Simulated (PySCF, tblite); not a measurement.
## A complex of hydrogen chloride and water

A gas-phase complex of hydrogen chloride and water; neutral, singlet. The structure comes from a short search (6 tight-binding starts) and was relaxed by PBE0-D3(BJ)/def2-TZVPD; another way of binding may lie lower. Frequencies by PBE0-D3(BJ)/def2-TZVPD show no clear imaginary mode.

Parts: 1 = hydrogen chloride (Cl), atoms 1–2; 2 = water (O), atoms 3–5.

```xyz
5

Cl    0.509   -0.253    0.219
H    -0.576    0.359   -0.166
O    -2.050    1.267   -0.706
H    -2.225    1.140   -1.643
H    -1.915    2.212   -0.595
```
Atoms count from 1 in this order.

| contact | kind (by geometry) | distance (Å) | angle (°) |
| --- | --- | --- | --- |
| H2···O3 | hydrogen bond | 1.813 | 178 |

Interaction energies are complex less parts, with the parts frozen as they stand in it; counterpoise-corrected, in kcal/mol (PySCF). The CCSD(T) estimate is Hartree-Fock/aug-cc-pVQZ, plus the MP2 correlation part extrapolated as X⁻³ from aug-cc-pVTZ and aug-cc-pVQZ, plus CCSD(T) less MP2 in aug-cc-pVDZ; noble-gas cores are frozen. It isn't the exact limit.

| level | interaction | superposition error removed |
| --- | --- | --- |
| Hartree-Fock/aug-cc-pVQZ | -3.15 | - |
| wB97M-D3(BJ)/def2-TZVPD | -5.52 | -0.12 |
| PBE0-D3(BJ)/def2-TZVPD | -6.44 | -0.13 |
| MP2/aug-cc-pVQZ | -5.84 | -0.33 |

Q: What does CCSD(T) at its estimated basis limit give, and which of these levels comes nearest?

A: -5.42 kcal/mol. wB97M-D3(BJ)/def2-TZVPD is nearest, off by -0.10; the errors are Hartree-Fock/aug-cc-pVQZ +2.27, wB97M-D3(BJ)/def2-TZVPD -0.10, PBE0-D3(BJ)/def2-TZVPD -1.02, MP2/aug-cc-pVQZ -0.42.

Q: What holds them together? Decompose the wB97M-D3(BJ)/def2-TZVPD energy: frozen parts, their antisymmetrised product, then relaxation.

A: electrostatic -11.8, Pauli repulsion +13.3, orbital relaxation -6.4, dispersion correction -0.8 kcal/mol, which sum to the value before the counterpoise correction; the Pauli term holds the exchange-correlation of the frozen density too. Of the attraction, 62 % is electrostatic, 34 % is orbital relaxation, 4 % is dispersion correction.

The parts were also relaxed and run alone, at the levels used for the complex: vibrations by PBE0-D3(BJ)/def2-TZVPD; shieldings by PBE0/pcSseg-2; core levels by delta-SCF with SCAN, pcX-2 on the ionised atom and pcseg-1 elsewhere, spin-free X2C (2p3/2 is the spin-free 2p value less a third of a first-order spin-orbit splitting).

Q: How do these values change when the complex forms?

A: 
| property | alone | in the complex | change |
| --- | --- | --- | --- |
| Cl1–H2 bond (Å) | 1.279 | 1.304 | +0.025 |
| stretch carried by H2 (cm⁻¹, harmonic) | 2998 | 2650 | -348 |
| its infrared intensity (km/mol) | 47 | 949 |  |
| shielding of H2 (ppm) | 30.67 | 24.90 | -5.76 |
| shielding of O3 (ppm) | 329.1 | 305.7 | -23.5 |
| shielding of Cl1 (ppm) | 945.4 | 960.8 | +15.5 |
| Cl1 2p3/2 core level (eV) | 207.39 | 206.04 | -1.34 |
| O3 1s core level (eV) | 539.76 | 540.77 | +1.01 |

Q: What are the binding energy from relaxed parts (wB97M-D3(BJ)/def2-TZVPD), and ΔH and ΔG of association at 298.15 K and 1 atm?

A: -5.28 kcal/mol, -3.22 with zero-point energy; ΔH -4.1 and ΔG +2.8 kcal/mol, from harmonic vibrations by PBE0-D3(BJ)/def2-TZVPD with low modes damped.

The 6 runs behind this took 2.1 min in all, one thread each of Arm Neoverse V1 on a shared host, launched as `OMP_NUM_THREADS=1 python cluster_run.py task.json out`.
